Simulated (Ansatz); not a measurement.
**Si2NH7 (SMILES [SiH3]N[SiH3]): methods side by side**

Si2NH7 has 10 atoms, charge 0, and is taken as a singlet. SMILES: `[SiH3]N[SiH3]`. The shape was relaxed beforehand at r2SCAN/def2-SVP.

```xyz
10

Si   -1.0553    0.7696   -0.8904
N     0.1164    0.4982    0.3709
Si    1.0092   -0.9455    0.7657
H    -1.3936   -0.5586   -1.4764
H    -0.5453    1.6617   -1.9803
H    -2.2930    1.4103   -0.3465
H     0.3626    1.3229    0.9180
H     0.4188   -2.0634   -0.0241
H     0.9135   -1.2552    2.2263
H     2.4667   -0.8400    0.4370
```

Each level gives the dissociation energy of the N2–Si1 bond into doublet SiNH4 and doublet SiH3 (shapes relaxed at r2SCAN/def2-SVP, no zero-point term) (eV). The values are calculated.

| level | kind | program | value (eV) | CPU time (all runs) |
| --- | --- | --- | --- | --- |
| HF/def2-TZVP | Hartree–Fock | Ansatz | 3.65 | 2.7 s |
| SVWN5/def2-TZVP | LDA | Ansatz | 5.30 | 2.4 s |
| PBE/def2-TZVP | GGA | Ansatz | 4.55 | 4.6 s |
| r2SCAN/def2-TZVP | meta-GGA | Ansatz | 4.52 | 7.8 s |
| PBE0-D4/def2-TZVP | global hybrid | Ansatz | 4.68 | 5 s |
| wB97M-V/def2-TZVP | range-separated hybrid | Ansatz | 4.92 | 17 s |
| MP2/def2-TZVP | perturbation theory | Ansatz | 5.09 | 3.7 s |

The values span 3.65 to 5.30 eV. Hartree–Fock misses the correlation of the electron pair that is broken and comes out low. Measured bond enthalpies also hold zero-point and thermal terms, a few tenths of an eV less. In so small a basis fixed costs decide the times, and correlated methods can beat functionals. CPU times are rough (shared hosts, several kinds of processor and program).
